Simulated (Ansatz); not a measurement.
**How far each method lies from full CI for Be2H, doublet**

Geometry: a point of a stretch scan, not a stationary point.

```xyz
3

Be    0.0000    0.0000   -0.2896
Be    0.0000    0.0000   -2.4379
H     0.0000    0.0000    2.7274
```

Basis cc-pVDZ; Ansatz 0.2.0. Correlated methods freeze the noble-gas cores, which leaves 5 electrons in 31 orbitals. Prefix R: restricted or restricted open-shell reference; prefix U: unrestricted. Active spaces: valence = (5e, 9o) chosen from the atoms' valence shells; pair = (3e, 3o) about the gap.

Full CI is exact within this basis and frozen core; it isn't the basis-set limit. The frozen core follows each run's orbitals, which can shift R against U totals by a few meV.

Unrestricted rows (U) aren't spin-pure: their determinants' ⟨S²⟩ exceeds S(S+1) by up to 0.79, so they mix in states of higher spin. Coupled cluster chose its determinant by a search with trial CCSD, here up to 0.78 eV above the lowest Hartree–Fock solution of its kind.

```
UHF ⟨S²⟩                          : 1.542
T1 diagnostic (RCCSD)             : 0.1179
largest doubles amplitude (RCCSD) : 0.242
T1 diagnostic (UCCSD)             : 0.0844
```

```json
{"level": "UHF", "E − E(full CI) (mEh)": "72.36", "share of correlation (%)": "49.31", "wall time": "–"}
{"level": "UMP2", "E − E(full CI) (mEh)": "35.12", "share of correlation (%)": "75.40", "wall time": "–"}
{"level": "RCCSD*", "E − E(full CI) (mEh)": "8.00", "share of correlation (%)": "94.39", "wall time": "–"}
{"level": "UCCSD", "E − E(full CI) (mEh)": "6.19", "share of correlation (%)": "95.66", "wall time": "–"}
{"level": "RCCSD(T)*", "E − E(full CI) (mEh)": "1.58", "share of correlation (%)": "98.90", "wall time": "3.5 s"}
{"level": "UCCSD(T)", "E − E(full CI) (mEh)": "3.09", "share of correlation (%)": "97.83", "wall time": "2.9 s"}
{"level": "BCCD(T)*", "E − E(full CI) (mEh)": "2.69", "share of correlation (%)": "98.12", "wall time": "3 s"}
{"level": "RCCSDT*", "E − E(full CI) (mEh)": "0.41", "share of correlation (%)": "99.71", "wall time": "–"}
{"level": "UCCSDT", "E − E(full CI) (mEh)": "0.41", "share of correlation (%)": "99.71", "wall time": "–"}
{"level": "RCCSDT(Q)*", "E − E(full CI) (mEh)": "0.09", "share of correlation (%)": "99.94", "wall time": "11 s"}
{"level": "UCCSDT(Q)", "E − E(full CI) (mEh)": "0.09", "share of correlation (%)": "99.94", "wall time": "7 s"}
{"level": "CASSCF (pair space)", "E − E(full CI) (mEh)": "63.30", "share of correlation (%)": "55.66", "wall time": "–"}
{"level": "NEVPT2 (pair space)", "E − E(full CI) (mEh)": "26.62", "share of correlation (%)": "81.35", "wall time": "0.33 s"}
{"level": "MRCISD (pair space)", "E − E(full CI) (mEh)": "7.88", "share of correlation (%)": "94.48", "wall time": "–"}
{"level": "MRCISD+Q (pair space)", "E − E(full CI) (mEh)": "3.14", "share of correlation (%)": "97.80", "wall time": "0.63 s"}
{"level": "CASSCF (valence space)", "E − E(full CI) (mEh)": "19.72", "share of correlation (%)": "86.19", "wall time": "–"}
{"level": "NEVPT2 (valence space)", "E − E(full CI) (mEh)": "5.86", "share of correlation (%)": "95.90", "wall time": "2.7 s"}
{"level": "NEVPT4(SD) (valence space)", "E − E(full CI) (mEh)": "1.27", "share of correlation (%)": "99.11", "wall time": "4.7 s"}
{"level": "MRCISD (valence space)", "E − E(full CI) (mEh)": "0.85", "share of correlation (%)": "99.40", "wall time": "–"}
{"level": "MRCISD+Q (valence space)", "E − E(full CI) (mEh)": "0.47", "share of correlation (%)": "99.67", "wall time": "5.5 s"}
```

An asterisk marks runs whose energy the program itself flagged as in doubt.

The correlation energy at full CI, counted from the determinant under the R cluster runs, is -3.885 eV. That run took 9.5 s on 1 thread of Arm Neoverse V1, shared host over 528,487 determinants.

Run but not shown, since their state, orbitals or frozen core can't be matched to the reference's or they repeat it: RHF, RMP2, CISD.

Times hold each run's SCF and search for its determinant on a shared host, so for small cases they say little of a method's own cost; they ran on 1 thread of Arm Neoverse V1. Some runs computed forces too.

The full-CI state has the irrep A1 of C2v, in the program's axes (one component, if the state is degenerate).

Natural occupations of full CI about the gap: 1.876 1.643 0.984 0.284 0.059 0.059 0.027 0.027 0.014 0.007; effectively unpaired electrons, Σ n²(2−n)², 1.67. No single determinant describes this state well, so single-reference rows can miss without a flag.
